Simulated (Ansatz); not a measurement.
## NiBi: computed properties

The calculation used Ansatz 0.2.0, DFT r2SCAN, scalar-relativistic, plane waves, PAW.

Settings: cutoff 500 eV, Γ-centred mesh 12×12×10 on the computed 4-atom cell, Gaussian smearing of 0.10 eV; no spin polarisation.

The structure is relaxed at this level of theory with its symmetry kept.

```yaml
crystal:
  lattice:
    - [1.86111, -5.00569, 0.00000]
    - [1.86111, 5.00569, 0.00000]
    - [0.00000, 0.00000, 4.00820]
  atoms:
    - { symbol: Ni, position: [0.57603, 0.42397, 0.25000] }
    - { symbol: Ni, position: [0.42397, 0.57603, 0.75000] }
    - { symbol: Bi, position: [0.86092, 0.13908, 0.25000] }
    - { symbol: Bi, position: [0.13908, 0.86092, 0.75000] }
```

```
Space group                                                       : Cmcm (No. 63)
Volume per atom                                                   : 18.67 Å³
Formation energy from the elements' standard states (uncorrected) : +0.138 eV/atom
Generalised Kohn–Sham band gap                                    : none (metal)
Density of states at the Fermi level                              : 2.53 states/eV per cell
Löwdin character within 0.5 eV of the Fermi level                 : Ni 3d 55 %, Bi 6p 34 %
Bader charges (e)                                                 : Ni (2 in the cell) -0.20, Bi (2 in the cell) 0.20
```

Spin-orbit coupling is left out, which matters for the bands of heavy elements.

A ferromagnetic start lost its moments in a first run, so spin was left out; other magnetic orders weren't tried.

Cost: 1 run of about 6.7 core-minutes, on Arm Neoverse V1 (shared hosts).